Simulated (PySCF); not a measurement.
## Relative stability

Two relaxed structures of CH3BS, closed shell (PBE0-D4/def2-TZVP; forces vanish, vibrations not checked).

A:

```xyz
6
angstrom
C -0.3211 0.4155 -0.2548
B 0.5190 -0.6691 0.4097
S 1.4046 -1.8141 1.1104
H -1.0549 0.8215 0.4463
H 0.3106 1.2378 -0.6004
H -0.8599 0.0145 -1.1172
```

B:

```
6
angstrom
C -0.0795 0.3670 -0.0425
B 0.6873 -0.5193 0.6919
S 1.6629 -1.5422 1.6942
H -1.1536 0.4490 0.0860
H 0.3509 1.0224 -0.7924
H 1.6324 -2.6467 0.9209
```

Computed with PySCF 2.14 with density fitting (its default auxiliary sets; JK sets also for MP2 and CCSD(T)) (basis: def2-TZVPP); correlated methods freeze the cores. B3LYP uses VWN-RPA correlation.

Task: Which structure is lower at CCSD(T), and by how much? (An estimate is asked for; the value comes from the calculation.)

Result: Computed: A, by 1.831 eV (electronic energy, against the other). By their contacts, A is CH₃BS ([CH3][B][S]) and B is CH₃BS ([CH2][B][SH]).

All methods give the same order:

| method | E(B) − E(A) (eV) |
| --- | --- |
| PBE-D4 | 1.699 |
| r2SCAN-D4 | 1.772 |
| PBE0-D4 | 1.769 |
| B3LYP-D4 | 1.734 |
| wB97M-V | 1.773 |
| HF | 1.869 |
| MP2 | 1.933 |
| CCSD | 1.819 |
| CCSD(T) | 1.831 |

No T1 diagnostic of these runs exceeds 0.016.

Labels in which every atom is bracketed show which atoms are joined, not bond orders.

For scale, one of the runs: CCSD(T)/def2-TZVPP, 146 basis functions, launched by `OMP_NUM_THREADS=2 python run.py`. Time: 62 s of wall clock on 2 CPU threads of an AMD EPYC 7B13; the host was shared. Peak host memory: 0.81 GiB.
